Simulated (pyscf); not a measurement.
## Four-centre exchange: H₃C–Cd–CH₃ + NH₃ → H₃C–Cd–NH₂ + CH₄

Gas phase, singlet surface, charge 0. Bonds broken: Cd1–C2, N10–H11. Bonds formed: Cd1–N10, C2–H11. Structures and frequencies: ωB97X-D3(BJ)/def2-SVP in PySCF.

Transition state (Å):

```xyz
13

Cd     0.1018     0.2587    -0.0042
C     -2.1670     0.8772     0.8764
C      0.5990    -0.8569    -1.7308
H     -2.4894     1.2909    -0.0992
H     -2.5319    -0.1673     0.9227
H     -2.7563     1.4274     1.6327
H      1.4037    -1.5786    -1.5233
H     -0.2796    -1.4104    -2.0955
H      0.9413    -0.1886    -2.5364
N      0.3257     1.4422     1.8297
H     -0.9215     1.2832     1.5399
H      0.6561     1.0137     2.6961
H      0.6926     2.3951     1.8028
```

One imaginary mode, 1587i cm⁻¹; descent along it reached the two sides named, in the forms told below.

| bond | change | reactant side (Å) | saddle | product side |
|---|---|---|---|---|
| Cd1–C2 | breaks | 2.132 | 2.511 | 3.4 |
| N10–H11 | breaks | 1.020 | 1.290 | 2.7 |
| Cd1–N10 | forms | 2.6 | 2.194 | 2.015 |
| C2–H11 | forms | 3.4 | 1.469 | 1.100 |

Electronic energies relative to the separated reactants (kJ/mol):

```csv
level,barrier,reaction energy,reverse barrier
ωB97X-D3(BJ)/def2-TZVP,129.1,-20.3,149.4
PBE/def2-TZVP,120.4,-19.1,139.5
r²SCAN/def2-TZVP,118.9,-22.0,140.9
B3LYP-D3(BJ)/def2-TZVP,130.1,-22.0,152.1
PBE0-D3(BJ)/def2-TZVP,122.4,-17.0,139.4
M06-2X/def2-TZVP,115.1,-23.7,138.8
ωB97M-D3(BJ)/def2-TZVP,131.9,-18.7,150.6
HF/def2-TZVP,180.7,-25.5,206.2
```

With ωB97M-D3(BJ)/def2-TZVP energies and thermal terms (ideal gas, 1 atm, RRHO with modes under 100 cm⁻¹ raised to 100, one conformer, R ln 2 for chiral ones without a mode under 150 cm⁻¹), in kJ/mol:

```tsv
T (K)	ΔH‡	ΔG‡	ΔH	ΔG
298	120.7	156.5	-19.8	-22.2
600	123.4	191.8	-19.9	-24.6
900	127.2	225.2	-19.9	-27.0
1200	131.2	257.3	-19.9	-29.3
```

On the reactant side the descent ends in a bound adduct (not fully relaxed), 34.2 kJ/mol under the separated species and 163.3 kJ/mol under the saddle at ωB97X-D3(BJ)/def2-TZVP. One saddle was located; it need not be the lowest between these sides. Elements past Kr carry the def2 core potentials, without spin-orbit coupling.
